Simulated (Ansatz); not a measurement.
```yaml
crystal:
  periodic: [false, false, false]
  atoms:
    - {symbol: C, position_ang: [-1.225957, -0.193116, -0.831600]}
    - {symbol: N, position_ang: [-0.201265, -0.041769, -0.145874]}
    - {symbol: Al, position_ang: [1.241518, 0.173073, 0.817604]}
    - {symbol: H, position_ang: [-2.036361, -0.879542, -0.541079]}
    - {symbol: H, position_ang: [-1.391737, 0.349167, -1.775412]}
    - {symbol: H, position_ang: [1.210180, 1.301304, 1.922718]}
    - {symbol: H, position_ang: [2.464722, -0.777217, 0.507942]}
basis:
  gaussian: {orbitals: aug-cc-pVDZ}
total_charge: -1
magnetization: {spin_polarized: true, initial_magnetization: 1}
hamiltonian: {xc: {name: wB97}}
scf: {max_iter: 3}
```

```sh
$ ansatz run in.yaml --threads 2 --pin off --events-out ev --progress --plain --max-ram 4352MiB
```

Q: How does Ansatz answer? (An estimate is asked.)

A: Ansatz gave: The program refused the input.
```
Error: invalid value for `basis.gaussian`: such a run doesn't read scf.max_iter; remove what it names
```
